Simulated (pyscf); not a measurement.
Single points on ωB97X-D3(BJ)/def2-SVP structures (PySCF, gas phase).

For H₂N–SiH₂–F + HF → H₂N–SiH(F)–F + H₂, a four-centre exchange (singlet surface; H–Si, F–H broken, F–Si, H–H formed), PBE/def2-TZVP gives ΔE‡ = 67.7 kJ/mol and ΔE = -133.3 kJ/mol (zero: the separated reactants). In which direction and how far do r²SCAN/def2-TZVP, B3LYP-D3(BJ)/def2-TZVP, ωB97M-D3(BJ)/def2-TZVP move these?

r²SCAN: ΔE‡ = 69.3 kJ/mol, ΔE = -147.9 kJ/mol; B3LYP-D3(BJ): ΔE‡ = 89.7 kJ/mol, ΔE = -140.4 kJ/mol; ωB97M-D3(BJ): ΔE‡ = 89.0 kJ/mol, ΔE = -139.0 kJ/mol. PBE's barrier lies under all of them, by 1.6 to 22.0 kJ/mol. Its reaction energy lies over all of them, by 5.7 to 14.6 kJ/mol. On the reactant side the descent ends in a bound adduct (not fully relaxed), 34.7 kJ/mol under the separated species and 125.6 kJ/mol under the saddle at ωB97X-D3(BJ)/def2-TZVP. The same reactants have a lower exit, to F–SiH₂–F + NH₃ (barrier +12.7 kJ/mol at ωB97M-D3(BJ)/def2-TZVP, against +89.0 kJ/mol here). This is the saddle that the search found; another between the same sides may lie lower.
